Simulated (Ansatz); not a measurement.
A nudged elastic band was laid between two geometries of AlH₅OSi (8 atoms, charge 0, multiplicity 1).

Level of theory: Ansatz 0.2.0, RKS PBE0-D4/def2-SVP.

- movable images: 5
- climbing image: yes
- spring: 5.0 eV/Å²
- optimiser: quadratic models (default)
- start path: through a guess of the saddle point
- force threshold: 0.03 eV/Å
- iteration limit: 60
- end points: relaxed

Initial state:

```xyz
8
Properties=species:S:1:pos:R:3
Al 0.572 0.076 -0.323
O 0.140 -0.200 1.297
Si -0.355 -0.494 2.840
H -1.539 -1.408 2.845
H 0.742 -1.136 3.627
H -0.737 0.788 3.507
H 2.104 0.292 -0.657
H -0.582 0.100 -1.407
```

Final state:

```xyz
8
Properties=species:S:1:pos:R:3
Al 0.379 -0.550 -0.795
O 0.646 0.488 0.852
Si -0.213 -0.417 2.116
H -1.705 -0.362 2.114
H 0.415 -1.675 2.616
H 0.156 0.593 3.195
H 1.099 1.311 1.081
H -0.432 -1.369 0.550
```

Problem. What changes between the two ends?

Solution. Bonds broken: Al1–H7. Bonds formed: O2–H7.

Problem. What energy profile does the band end with?

Solution. The run converged. The highest image is number 3 of 0 to 6, 73.0 kcal/mol above the first end and 26.4 kcal/mol above the last; the last end lies 46.6 kcal/mol above the first. Neighbouring images differ by up to 2.5 eV, so the band resolves the path poorly. A vibrational analysis at the climbing image gives one clearly imaginary mode, 1491i cm⁻¹: a first-order saddle point. The orbitals stay closed-shell, which can raise the energy where a bond breaks towards radicals; this wasn't checked here.

```tsv
image	path coordinate (Å)	energy (kcal/mol)	Al1–H7 (Å)	O2–H7 (Å)
0	0.00	0.0	1.58	2.81
1	0.95	0.0	1.58	2.81
2	1.89	14.8	1.56	2.28
3	2.84	73.0	1.72	1.29
4	4.03	52.5	2.53	0.97
5	5.21	50.9	2.66	0.97
6	6.40	46.6	2.74	0.97
```

Problem. What is the geometry of the highest image?

Solution. 
```xyz
8
Properties=species:S:1:pos:R:3
Al 0.594 -0.119 -0.741
O 0.387 -0.156 1.129
Si -0.218 -0.302 2.700
H -1.659 -0.685 2.627
H 0.548 -1.349 3.435
H -0.074 1.003 3.406
H 1.521 0.236 0.666
H -0.755 -0.608 -1.491
```

Run time: 4.9 min on 1 thread of Arm Neoverse V1 (shared host), peak memory 0.17 GiB.
